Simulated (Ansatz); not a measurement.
**H2N (charge -1): comparison of methods with full CI from a Python script**

A script is to give a comparison of methods with full CI; the system is H2N (charge -1). SMILES: [NH2-].

Program: Ansatz 0.2.0, driven from Python. The levels of theory stand in the script. These are calculated values, not measurements.

### 1 The system

Bond lengths: N1–H2 1.053 Å, N1–H3 1.053 Å. Angles: H2–N1–H3 100.9°.

The script holds or builds the structure itself.

### 2 Script

Contents of fci_h2n.py:

```python
# -*- coding: utf-8 -*-
import ansatz

BASIS = "6-31G"
CHARGE = -1

GEOMETRY = """
N     0.35366   -0.20981    0.17435
H     0.12522    0.81750    0.15759
H    -0.47888   -0.60769   -0.33194
"""

h2n = ansatz.Crystal.molecule()
for line in GEOMETRY.strip().splitlines():
    symbol, *xyz = line.split()
    h2n = h2n.atom(symbol, [float(v) for v in xyz])

base = h2n.calculation().basis(gaussian=BASIS).charge(CHARGE)
exact = base.correlation("fci").run(threads=1).report
print(f"full CI {exact['free_energy_ev'] / 27.211386246:.7f} Ha over {exact['configurations']['states'][0]['n_determinants']} determinants")
print("natural occupations", [round(n, 4) for n in exact["configurations"]["natural_occupations"]])
print(f"hf       misses {1000 * (exact['reference_energy_ev'] - exact['free_energy_ev']) / 27.211386246:9.3f} mHa")
for method in ["mp2", "ccsd", "ccsd_t", "ccsdt_q"]:
    e = base.correlation(method).run(threads=1).report["free_energy_ev"]
    print(f"{method:8s} misses {1000 * (e - exact['free_energy_ev']) / 27.211386246:9.3f} mHa")
```

### 3 The run

Started as:

```bash
python fci_h2n.py
```

Standard output:

```text
full CI -55.5838526 Ha over 122625 determinants
natural occupations [1.9841, 1.9762, 1.9625, 1.9618, 0.0339, 0.0325, 0.0216, 0.0148, 0.0053, 0.0039, 0.0019, 0.0016]
hf       misses   128.189 mHa
mp2      misses    12.745 mHa
ccsd     misses     2.240 mHa
ccsd_t   misses     0.487 mHa
ccsdt_q  misses     0.001 mHa
```

It took 1.3 s on 1 thread of Arm Neoverse V2, shared host; peak memory 0.15 GiB.

### 4 The runs side by side

One row for each of the 5 runs:

| run | method | energy (eV) | iterations in all | CPU time (s) |
| --- | --- | --- | --- | --- |
| 1 | fci | -1512.5137 | 11 | 0.47 |
| 2 | mp2 | -1512.1669 | 11 | 0.03 |
| 3 | ccsd | -1512.4527 | 17 | 0.07 |
| 4 | ccsd_t | -1512.5004 | 17 | 0.08 |
| 5 | ccsdt_q | -1512.5137 | 17 | 0.23 |

Correlation energies (total less mean field):

| method | correlation (eV) | share of the last | miss against the last (eV) | CPU time (s) |
| --- | --- | --- | --- | --- |
| mp2 | -3.141 | 90.1 % | +0.347 | 0.03 |
| ccsd | -3.427 | 98.3 % | +0.061 | 0.07 |
| ccsd_t | -3.475 | 99.6 % | +0.013 | 0.08 |
| ccsdt_q | -3.488 | 100.0 % | +0.000 | 0.23 |

### 5 Results

```
                    quantity                                                                           value
         natural occupations  1.9841, 1.9762, 1.9625, 1.9618, 0.0339, 0.0325, 0.0216, 0.0148, 0.0053, 0.0039
        hf misses full CI by                                                                     128.189 mHa
       mp2 misses full CI by                                                                      12.745 mHa
      ccsd misses full CI by                                                                       2.240 mHa
    ccsd_t misses full CI by                                                                       0.487 mHa
   ccsdt_q misses full CI by                                                                       0.001 mHa
               runs compared                                                                               5
correlation energy, last run                                                                       -3.488 eV
```

In words: The natural occupations stay near whole numbers, so one determinant describes the state well. Against full CI in this basis, ccsdt_q comes nearest; 1.6 mHa is 1 kcal/mol. mp2 catches 90 % of the correlation energy of ccsdt_q. Full CI is exact only within this small basis and its frozen core, at an unrelaxed geometry. Anions want diffuse functions, which this basis lacks.
